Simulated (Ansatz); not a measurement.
# CH3Mg: the cost of one run

All numbers are computed with Ansatz 0.2.0 through its Python package. Level of theory: r2SCAN/def2-TZVP.

### Step 1. The system

Bond lengths: C1–Mg2 2.214 Å, C1–H3 1.041 Å, C1–H4 1.087 Å, C1–H5 1.099 Å. Angles: Mg2–C1–H3 108.5°, Mg2–C1–H4 107.5°, Mg2–C1–H5 108.0°, H3–C1–H4 110.7°, H3–C1–H5 116.6°, H4–C1–H5 105.3°.

The script reads ch3mg.xyz:

```xyz
5

C     0.13200   -0.20620   -0.10260
Mg   -0.85420    1.42540    1.02210
H     0.32370   -0.99120    0.55360
H    -0.55110   -0.52060   -0.88720
H     0.99960    0.21900   -0.62720
```

### Step 2. The script

Input file ch3mg.py:

```python
"""Potential curve of CH3Mg along one bond."""

import ansatz
import numpy as np

mol = ansatz.Crystal.molecule_from_extxyz("ch3mg.xyz")

symbols = [site.symbol for site in mol.cartesian_sites]
start = np.array([site.position_ang for site in mol.cartesian_sites])
axis = (start[4] - start[0]) / np.linalg.norm(start[4] - start[0])
moving = [4]
lengths, energies = [0.967, 1.011, 1.055, 1.099, 1.143, 1.187, 1.231, 1.297], []
for length in lengths:
    xyz = start.copy()
    xyz[moving] += (length - np.linalg.norm(start[4] - start[0])) * axis
    point = ansatz.Crystal.molecule()
    for symbol, place in zip(symbols, xyz):
        point = point.atom(symbol, place.tolist())
    base = point.calculation().basis(gaussian="def2-TZVP").functional("r2scan").spin("collinear", total=1)
    summary = base.run(threads=1, backend="cpu").report
    energies.append(summary["free_energy_ev"])
    print(f"r = {length:6.3f} A  E = {energies[-1]:.5f} eV  <S^2> = {abs(summary['mean_field']['state']['spin_squared']):.3f}")

# quartic fit about the minimum
fit = np.polynomial.Polynomial.fit(lengths, np.array(energies) - min(energies), 4).convert()
roots = [r.real for r in fit.deriv().roots() if abs(r.imag) < 1e-9 and fit.deriv(2)(r.real) > 0]
r_e = min(roots, key=lambda r: abs(r - lengths[int(np.argmin(energies))]))
print(f"minimum of the fit at {r_e:.4f} A, force constant {fit.deriv(2)(r_e):.2f} eV/A^2")
```

### Step 3. What the engine is handed

The engine receives this input (first run):

```yaml
crystal:
  periodic: [false, false, false]
  atoms:
    - { symbol: C, position_ang: [0.132, -0.2062, -0.1026] }
    - { symbol: Mg, position_ang: [-0.8542, 1.4254, 1.0221] }
    - { symbol: H, position_ang: [0.3237, -0.9912, 0.5536] }
    - { symbol: H, position_ang: [-0.5511, -0.5206, -0.8872] }
    - { symbol: H, position_ang: [0.8950998602456108, 0.16778577752009416, -0.5640133087653842] }
basis:
  gaussian:
    orbitals: def2-TZVP
hamiltonian:
  xc: r2scan
magnetization:
  spin_polarized: true
  initial_magnetization: 1.0
```

### Step 4. The run

Started as:

```console
$ python ch3mg.py
```

Q: Estimate wall time and peak memory on 1 thread of Arm Neoverse V2, shared host.

About 27 s, with a peak of 0.22 GiB.
